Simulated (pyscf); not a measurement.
Thermochemistry of product channels of H₃C–ZnH (SMILES [CH3][ZnH]) on the singlet surface, in kcal/mol, from CCSD(T)/def2-TZVPP + ΔMP2(QZVPP) energies (ideal gas, 1 atm, RRHO with modes under 100 cm⁻¹ raised to 100, one conformer, R ln 2 for chiral ones without a mode under 150 cm⁻¹). Optimised with ωB97X-D3(BJ)/def2-SVP in PySCF. MP2 and CC: frozen core, UHF for open shells. ΔMP2 is the change of the MP2 total energy from the triple- to the quadruple-zeta basis.

```json
[
 {"products": "CH₄ (SMILES C) + Zn (SMILES [Zn]) [singlet]", "ΔE": "-9.2", "ΔH(298 K)": "-6.1", "ΔG(298 K)": "-12.8", "ΔG(600 K)": "-19.3"},
 {"products": "CH₂ (SMILES [CH2]) [singlet] + ZnH₂ (SMILES [ZnH2])", "ΔE": "+120.8", "ΔH(298 K)": "+114.2", "ΔG(298 K)": "+104.5", "ΔG(600 K)": "[?]"}
]
```

### Question
Fill in the missing entries.

### Answer

- CH₂ (SMILES [CH2]) [singlet] + ZnH₂ (SMILES [ZnH2]), ΔG(600 K): +94.4

These are energies of the channels, which say nothing of barriers. CH₂ [singlet] is an excited spin state, 8.9 kcal/mol over the triplet at ωB97X-D3(BJ). A restricted singlet here is unstable towards spin polarisation, as is usual where a triplet lies low; its energy is less safe. The CCSD(T) − MP2 part came from Ansatz, without density fitting, on the same reference. The frozen core leaves the outer d or s,p core shells of the metals and heavy elements correlated in the MP2 and CC values, and def2-TZVPP describes them poorly, which can shift differences by a few kcal/mol. Elements up to Kr have no core potential and no relativistic terms here.
